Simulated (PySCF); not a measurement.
# CH6BeO, a complex of two parts: interaction energy

Wanted: the interaction energy for `[BeH2]` with `CO`.

Programs: PySCF 2.14.0. All values are calculated, for the isolated system unless a continuum is named. Atoms count from 0, parts from 1.

## Step 1: Starting point

9 atoms, charge 0, multiplicity 1; geometry: GFN2-xTB. Parts: 1 = atoms 0–2, `[BeH2]`, charge 0; 2 = atoms 3–8, `CO`, charge 0.

## Step 2: Geometry optimisation at PBE0-D3(BJ)/def2-SVPD

What the job is given:

```
{"job": {"xc": "PBE0", "basis": "def2-SVPD", "d3": "d3bj", "grid": 2, "kind": "geom", "shake": 0.01}, "charge": 0, "multiplicity": 1, "parts": [{"atoms": "0-2", "charge": 0, "multiplicity": 1}, {"atoms": "3-8", "charge": 0, "multiplicity": 1}]}
Be    -0.305648     0.094893    -0.227280
H      0.290220     1.249231    -0.005234
H     -0.661976    -0.939878     0.463635
C     -1.463303    -0.956576    -2.463307
O     -0.806713     0.070408    -1.816907
H     -0.915282    -1.367836    -3.288527
H     -1.646118    -1.733786    -1.713314
H     -2.448183    -0.610225    -2.843233
H     -0.616758     0.816504    -2.373694
```

The run is started by

```bash
$ OMP_NUM_THREADS=1 python cluster_run.py task.json out
```

The driver reads the jobs from task.json and runs them one after another.

**Question.** The jobs that follow are: CCSD(T)/aug-cc-pVDZ and MP2/aug-cc-pVTZ counterpoise interaction energy, frozen core, gas phase. Predict: point group; rotational constants (main isotopes); interaction energy, CCSD(T) limit estimate; MP2/aug-cc-pVTZ; T1 diagnostic.

The runs gave:

| quantity | value |
| --- | --- |
| point group | Cs |
| rotational constants (main isotopes) | 39.73, 8.75, 7.52 GHz |
| interaction energy, CCSD(T) limit estimate | -30.08 kcal/mol |
| MP2/aug-cc-pVTZ | -29.95 kcal/mol |
| T1 diagnostic | 0.0096 |

In words: Relaxing lowered the energy by 0.136 eV in 5 steps; the close pair that moved most is Be0–H2, from 1.294 to 1.364 Å. The interaction energy leaves out the deformation of the parts, 7.60 kcal/mol (MP2); added to the CCSD(T) estimate it gives a binding of about -22.48 kcal/mol. The estimate adds CCSD(T) less MP2 in the small basis (+0.30 kcal/mol) to extrapolated MP2. Hartree-Fock gives -27.04 against -30.08 kcal/mol.
